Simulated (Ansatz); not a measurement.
Consider AlAs in the zinc blende structure (space group F-43m, No. 216; a = 5.7284 Å).

Level of theory: PBE (Ansatz, a quantum-chemistry and plane-wave program; PAW; 420 eV plane waves; no SOC).

Perturbation: every Al is replaced by In, then cell and atoms are relaxed.

Measured lattice parameter a: AlAs 5.649 Å (static lattice; corrected from measurement; as listed in Daniel Mejia-Rodriguez, S. B. Trickey, Phys. Rev. B (2018)); InAs 6.047 Å (static lattice; corrected from measurement; as listed in Daniel Mejia-Rodriguez, S. B. Trickey, Phys. Rev. B (2018)).

**Question.** How well does PBE reproduce the measured shift?

**Answer.** With PBE the lattice parameter a moves by +0.458 Å (5.728 → 6.186) against +0.398 Å measured.

No phonon test of stability was made. The final runs are not spin-polarised.
